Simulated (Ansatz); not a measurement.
# Si$_{2}$, triplet: vertical spin and charge gaps

Geometry (PBE0/def2-TZVP stationary point for this spin):

```yaml
atoms:
  - { symbol: Si, position_ang: [0.0000, 0.0000, 0.0000] }
  - { symbol: Si, position_ang: [0.0000, 0.0000, 2.2547] }
```

Basis cc-pVDZ; Ansatz 0.2.0. Correlated methods freeze the noble-gas cores. R marks a restricted (for open shells ROHF) determinant, U an unrestricted one. Active spaces: valence = (8e, 8o) chosen from the atoms' valence shells.

Gaps are energies of the second state less the first, at fixed atoms, for a selection of the levels run; each method lands on the state that its own search finds for that charge and spin.

Unrestricted rows (U, and Kohn–Sham where it breaks symmetry) aren't spin-pure: their determinants' ⟨S²⟩ exceeds S(S+1) by up to 1.06, so they mix in states of higher spin. HF rows are the lowest solutions found. Coupled cluster chose its determinant by trial CCSD, here up to 0.34 eV above the lowest Hartree–Fock solution of its kind, and MP2 stands on that determinant too. For open shells CISD and CISDTQ are restricted-active-space CI with the open shells as a complete middle space. The determinant of the Si2 singlet fills πx and πy unequally, so it is a mixture of Σ and Δ, which weighs on every level built on one determinant. A value is left out where its run failed or describes another state than the reference as far as symmetry and spin tell, or, spin-broken singlets apart, can't be checked.

Removing an electron, to the doublet: 8.373 eV at full CI (triplet B1g, doublet ion Ag, in D2h).

By full CI's occupations no single determinant describes the doublet well.

| level | gap (eV) | error (meV) | ⟨S²⟩ where 0.1 over S(S+1) (first / second) |
| --- | --- | --- | --- |
| UMP2 | 8.112 | -261 | – / 1.81 |
| UCCSD* | 8.050 | -323 | – / 1.81 |
| UCCSD(T)* | 7.993 | -380 | – / 1.81 |
| UCCSDT* | 7.706 | -667 | – / 1.81 |
| UCCSDT(Q)* | 7.525 | -848 | – / 1.81 |
| UCCSDTQ* | 8.376 | 3 | – / 1.81 |
| PBE | 8.133 | -240 | – / 1.77 |
| r2SCAN | 8.131 | -242 | – / 1.79 |
| PBE0 | 8.184 | -189 | – / 1.78 |
| RPA-PBE | 8.181 | -192 | – / 1.77 |

An asterisk marks runs whose energy the program itself flagged as in doubt.

For one of the two states the restricted determinant has another symmetry than the lowest full-CI state, so methods that keep it describe a higher state and are left out.

Removing an electron, to the quartet: 7.531 eV at full CI (triplet B1g, quartet ion B1g, in D2h).

| level | gap (eV) | error (meV) |
| --- | --- | --- |
| RHF | 7.114 | -417 |
| UHF | 7.145 | -386 |
| RMP2 | 7.472 | -59 |
| UMP2 | 7.494 | -37 |
| CISD | 7.393 | -138 |
| RCCSD | 7.550 | 19 |
| UCCSD | 7.550 | 19 |
| RCCSD(T) | 7.539 | 8 |
| UCCSD(T) | 7.538 | 7 |
| BCCD(T) | 7.540 | 9 |
| RCCSDT | 7.532 | 1 |
| UCCSDT | 7.531 | 0 |
| CISDTQ | 7.514 | -17 |
| RCCSDT(Q) | 7.531 | 0 |
| UCCSDT(Q) | 7.531 | 0 |
| RCCSDTQ | 7.531 | 0 |
| UCCSDTQ | 7.531 | 0 |
| CASSCF (valence space) | 6.758 | -773 |
| NEVPT2 (valence space) | 7.346 | -185 |
| MRCISD (valence space) | 7.437 | -94 |
| MRCISD+Q (valence space) | 7.534 | 3 |
| PBE | 7.793 | 262 |
| r2SCAN | 7.878 | 347 |
| PBE0 | 7.883 | 352 |
| B3LYP | 7.885 | 354 |
| wB97M-V | 7.825 | 294 |
| B2PLYP | 7.712 | 181 |
| RPA-PBE | 7.828 | 297 |

Singlet less triplet: 0.519 eV at full CI (triplet B1g, singlet Ag, in D2h).

By full CI's occupations no single determinant describes the singlet well.

| level | gap (eV) | error (meV) |
| --- | --- | --- |
| RHF | 1.084 | 565 |
| RMP2 | 0.831 | 312 |
| CISD | 0.811 | 292 |
| RCCSD | 0.663 | 144 |
| RCCSD(T) | 0.627 | 108 |
| BCCD(T) | 0.628 | 109 |
| RCCSDT | 0.600 | 81 |
| CISDTQ | 0.607 | 88 |
| RCCSDT(Q) | 0.556 | 37 |
| RCCSDTQ* | 0.524 | 5 |

PBE gives 1.504 eV for quintet less triplet. Estimate what full CI gives in cc-pVDZ.

Full CI in cc-pVDZ gives 1.375 eV, so against it PBE is off by 0.129 eV.

```tsv
level	gap (eV)	error (meV)
RHF	0.975	-400
UHF	0.990	-385
RMP2	1.271	-104
UMP2	1.275	-100
CISD	1.186	-189
RCCSD	1.335	-40
UCCSD	1.335	-40
RCCSD(T)	1.366	-9
UCCSD(T)	1.366	-9
BCCD(T)	1.366	-9
RCCSDT	1.371	-4
UCCSDT	1.371	-4
CISDTQ	1.358	-17
RCCSDT(Q)	1.374	-1
UCCSDT(Q)	1.374	-1
RCCSDTQ	1.375	0
UCCSDTQ	1.374	-1
CASSCF (valence space)	1.335	-40
NEVPT2 (valence space)	1.383	8
MRCISD (valence space)	1.380	5
MRCISD+Q (valence space)	1.376	1
r2SCAN	1.422	47
PBE0	1.455	80
B3LYP	1.634	259
wB97M-V	1.761	386
B2PLYP	1.550	175
RPA-PBE	1.596	221
```

In so small a basis the reference is far from its limit while semilocal and hybrid functionals are nearer theirs (RPA and double hybrids share much of the reference's basis error), so the functionals' errors here hold much of the reference's basis and frozen-core error, which can add to them or hide them.

Full CI is exact within this basis and frozen core; it isn't the basis-set limit. The frozen core follows each run's orbitals, which can shift R against U totals by a few meV.
